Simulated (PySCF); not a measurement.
CH₄BCl.
InChI=1S/CH4BCl/c1-2-3/h2H,1H3

Theory: MP2 and CCSD/aug-cc-pVDZ in PySCF, restricted Hartree–Fock reference, 7 core orbitals frozen, non-relativistic, gas phase, PBE0-D3(BJ)/def2-SVP geometry.

E(HF) = -524.43539 Eh.

Problem. How large is the problem?

Solution. 109 basis functions and 32 electrons; 7 orbitals frozen, which leaves o = 9 correlated occupied and v = 93 virtual orbitals. That is o·v = 837 singles and o·v(o·v + 1)/2 = 350703 distinct closed-shell doubles amplitudes before symmetry; the costliest CCSD step grows as o²v⁴ = 6.1 × 10^9.

Problem. What are the MP2 and CCSD correlation energies?

Solution. MP2 -0.3842 Eh and CCSD -0.4242 Eh, which gives totals of -524.81959 and -524.85962 Eh. That is 0.641 eV for each correlated electron at CCSD (1114 kJ/mol in all, 0.081 % of the total energy); MP2 gives 90.6 % of the CCSD value.

Problem. What is the T1 diagnostic?

Solution. 0.0115, below the customary warning level of 0.02. It is the norm of the spatial-orbital singles amplitudes over the root of the number of correlated electrons, so the norm is 0.049.

Problem. How does correlation change the dipole moment?

Solution. HF gives 1.61 D and CCSD (unrelaxed density) 1.35 D, a change of -0.26 D.

Connected triples and the basis-set limit are missing.

The job also held the EOM ionisation and excitation roots. Hardware: an Arm Neoverse V1 with one thread, shared host. Cost: 5.4 min of wall time, 1.2 GiB resident at most.
